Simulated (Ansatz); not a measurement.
SiFH3 (SiH₃F), 5 atoms. Hardware: 4 threads of Intel Xeon on a shared host.

Correlated methods freeze 6 core orbitals.

Q: How many basis functions does each of these Ansatz runs have, and roughly what does it cost? HSE06-D4/def2-TZVP, charge 0 singlet, energy, from earlier orbitals; RPA@PBE/def2-TZVP, charge 0 singlet, energy, from earlier orbitals; HF/STO-3G, charge 0 singlet, energy; PBE-D4/def2-TZVP, charge 0 singlet, energy, from earlier orbitals; r2SCAN-D4/def2-TZVP, charge 1 doublet at the geometry of the charge 0 singlet, energy, from earlier orbitals; B2PLYP/def2-TZVP, charge 0 singlet, energy, from earlier orbitals; LDA (SPW92)/def2-TZVP, charge 0 singlet, energy, from earlier orbitals; MP2/def2-TZVP, charge 0 singlet, energy, from earlier orbitals; ωB97X-V/def2-TZVP, charge 0 singlet, energy, from earlier orbitals; r2SCAN-D4/def2-TZVP, charge 0 singlet, energy and forces, from earlier orbitals; PBE-D4/def2-SVP, charge 0 singlet, energy, from earlier orbitals; PBE0-D4/def2-TZVP, charge 1 doublet at the geometry of the charge 0 singlet, energy.

A: Other jobs shared the machine, so times can vary by a factor of up to 3. A dash marks memory too small to be measured apart from the calling script's.

```tsv
run	functions	fitting or Cholesky vectors	wall time	peak host memory (GiB)
HF/STO-3G, charge 0 singlet, energy	17	201	0.36 s	–
PBE-D4/def2-SVP, charge 0 singlet, energy, from earlier orbitals	47	518	0.93 s	–
LDA (SPW92)/def2-TZVP, charge 0 singlet, energy, from earlier orbitals	86	540	1.2 s	–
PBE-D4/def2-TZVP, charge 0 singlet, energy, from earlier orbitals	86	540	1.4 s	–
MP2/def2-TZVP, charge 0 singlet, energy, from earlier orbitals	86	573	1.4 s	–
HSE06-D4/def2-TZVP, charge 0 singlet, energy, from earlier orbitals	86	556	2.2 s	–
RPA@PBE/def2-TZVP, charge 0 singlet, energy, from earlier orbitals	86	573	2.3 s	–
r2SCAN-D4/def2-TZVP, charge 0 singlet, energy and forces, from earlier orbitals	86	540	2.8 s	–
B2PLYP/def2-TZVP, charge 0 singlet, energy, from earlier orbitals	86	573	2.8 s	–
ωB97X-V/def2-TZVP, charge 0 singlet, energy, from earlier orbitals	86	540	3 s	–
r2SCAN-D4/def2-TZVP, charge 1 doublet at the geometry of the charge 0 singlet, energy, from earlier orbitals	86	540	4.3 s	–
PBE0-D4/def2-TZVP, charge 1 doublet at the geometry of the charge 0 singlet, energy	86	556	14 s	–
```
